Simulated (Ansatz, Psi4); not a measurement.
Reaction (SMILES): P (PH3) → P (PH3) as doublet, charge +1 + e-

Wanted: adiabatic ionisation energy (0 K, with zero-point energies), in eV. Terms: valence correlation only; six Cartesian d functions in 6-31G* and its kin unless marked 5d; no dispersion term unless named; non-relativistic; 6-311+G** with 5d, 6d on Na to Ar in Ansatz (a program for electronic structure); no spin-orbit coupling; open shells spin-unrestricted. Basis-set limits of correlation are two-point, X^-3; Hartree-Fock from the larger set. Ab initio and DFT rows: single points at B3LYP-D3(BJ) geometries (Ansatz), with unscaled harmonic terms from B3LYP/6-31G* at its own minima.

Measured values: CCCBDB table in ASE, the entry of H3P doubted and unchecked; they hold spin-orbit and core effects. 

Value to compare with, the measured value: 9.87 eV.

```csv
level,program,"adiabatic ionisation energy (0 K, with zero-point energies) (eV)",error
HF/STO-3G,Ansatz,6.49,-3.38
PBE/6-311+G**,Ansatz,9.74,-0.13
B3LYP/3-21G,Ansatz,9.75,-0.12
B3LYP/6-31G,Ansatz,9.65,-0.22
B3LYP/6-31G*,Ansatz,9.78,-0.09
B3LYP/6-31+G*,Ansatz,9.82,-0.05
B3LYP/def2-SVP,Ansatz,9.77,-0.10
PBE0/6-31G*,Ansatz,9.70,-0.17
wB97X-D/6-31G*,Psi4,9.77,-0.10
MP2/STO-3G,Ansatz,6.66,-3.21
r2SCAN-D4/def2-TZVPD,Ansatz + dftd4,9.67,-0.20
wB97M-V/def2-TZVPD,Ansatz,9.84,-0.03
"CCSD(T)/CBS(def2-TZVPPD,def2-QZVPPD)",Ansatz,9.85,-0.02
```

Among the 10 habitual levels, HF/STO-3G lies farthest from the measured value (-3.38 eV); 0 of 10 lie above it, and their mean absolute error is 0.76 eV, the median 0.12. One case shows no general order.

The levels are drawn from those run, B3LYP/6-31G* more often than the rest, none by its result; runs whose electronic state is in doubt are left out.
